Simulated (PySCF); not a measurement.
# Working out the electron affinity of C

C- [He] 2s2 2p3 (4S) → C [He] 2s2 2p2 (3P). Computed with PySCF 2.14 in x2c-TZVPPall with one added diffuse shell each of s, p, d type (6s4p3d1f, 40 functions), with scalar relativity by spin-free X2C-1e. Frozen: 1s2. Energies in hartree (1 hartree = 27.21139 eV):

```
            part  C- (lower)   C (upper)
             UHF  -37.724045  -37.707504
CCSD correlation   -0.111655   -0.086819
             (T)   -0.004466   -0.002084
```

What does Hartree-Fock give?

(-37.707504) − (-37.724045) = 0.016541 hartree = 0.450 eV.

What do CCSD and CCSD(T) give?

The CCSD correlation energies differ by 0.024836 hartree = 0.676 eV and the triples by 0.002382 hartree = 0.065 eV, so CCSD gives 1.126 eV and CCSD(T) 1.191 eV.

A first-order spin-orbit estimate adds -0.004 eV to CCSD(T) (valence), giving 1.187 eV against 1.262 eV (measured; photodetachment measurements, as compiled on the Wikipedia data page of electron affinities).

What remains against the reference includes basis incompleteness, the frozen core and higher excitations.
